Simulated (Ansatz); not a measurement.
# N–CH₃⁺, quartet in cc-pVDZ: errors against UCCSDT(Q)

Geometry: that of the N–CH3, triplet, kept fixed.

```yaml
atoms:
  - { symbol: N, position_ang: [-0.7673, 0.0072, 0.0072] }
  - { symbol: C, position_ang: [0.6359, -0.0060, -0.0060] }
  - { symbol: H, position_ang: [1.0187, -1.0379, -0.0046] }
  - { symbol: H, position_ang: [1.0416, 0.5087, 0.8782] }
  - { symbol: H, position_ang: [1.0248, 0.5001, -0.9026] }
```

Basis cc-pVDZ; Ansatz 0.2.0. Only valence electrons are correlated (noble-gas cores frozen), which leaves 11 electrons in 41 orbitals. Prefix R: restricted or restricted open-shell reference; prefix U: unrestricted. Active spaces: valence = (11e, 11o) chosen from the atoms' valence shells.

Full CI isn't at hand for all of this; UCCSDT(Q) serves as the reference, and is uncertain by the last step of the cluster series or more. The frozen core follows each run's orbitals, which can shift R against U totals by a few meV.

For open shells CISD is restricted-active-space CI with the open shells as a complete middle space.

```
UHF ⟨S²⟩                          : 3.762
T1 diagnostic (RCCSD)             : 0.0285
largest doubles amplitude (RCCSD) : 0.029
T1 diagnostic (UCCSD)             : 0.0217
```

```
                   level  E − E(UCCSDT(Q)) (meV)  share of correlation (%)  wall time
                     RHF                    6893                      0.00          –
                     UHF                    6749                      2.08          –
                    RMP2                    1164                     83.12          –
                    UMP2                    1135                     83.54          –
                    CISD                     568                     91.77        6 s
                   RCCSD                     194                     97.18          –
                   UCCSD                     192                     97.21          –
                RCCSD(T)                      32                     99.54     0.99 s
                UCCSD(T)                      31                     99.55      1.7 s
                 BCCD(T)                      33                     99.53      1.3 s
                  RCCSDT                       9                     99.87          –
                  UCCSDT                       7                     99.90          –
               RCCSDT(Q)                       2                     99.97       25 s
  CASSCF (valence space)                    4435                     35.66          –
  NEVPT2 (valence space)                     969                     85.94        7 s
  MRCISD (valence space)                     284                     95.88          –
MRCISD+Q (valence space)                      69                     98.99       13 s
```

The correlation energy at UCCSDT(Q), counted from RHF, is -6.893 eV. That run took 22 s on 1 thread of Intel Xeon, shared host.

Times hold each run's SCF and search for its determinant on a shared host, so for small cases they say little of a method's own cost; they ran on 1 thread of Intel Xeon.

Natural occupations of CASSCF (valence space) about the gap: 1.974 1.974 1.002 1.002 1.000 0.022 0.022 0.022 0.017; effectively unpaired electrons, Σ n²(2−n)², 3.01.
